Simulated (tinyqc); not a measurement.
Geometry optimisation on the UHF/sto-3g surface (energies and gradients from PySCF), for H2O, spin multiplicity 3, step by step. The optimisation ends on separated fragments, where the gradient is small because the surface is flat. One step of it, computed by the program tinyqc.

Task: Step 1: move. Quasi-Newton step p = -H^(-1) g (first H = 0.15 times the unit matrix); steps longer than 0.5 bohr are cut back (factor 0.125 here).

positions at the start (bohr):
```
            x          y          z
1O  -0.007559  -0.064251  -0.066140
2H   0.068030   1.396508   1.156512
3H   0.064251  -1.337926   1.196197
```

gradient (hartree/bohr):
```
              x            y            z
1O   0.02024439   0.22580172   0.33371942
2H  -0.01582908  -0.33974208  -0.25475319
3H  -0.00441532   0.11394037  -0.07896623
```

Give: positions after step 1.

Result:

positions after step 1 (bohr):
```
          x        y        z
1O  -0.0244  -0.2517  -0.3432
2H   0.0812   1.6786   1.3681
3H   0.0679  -1.4325   1.2618
```
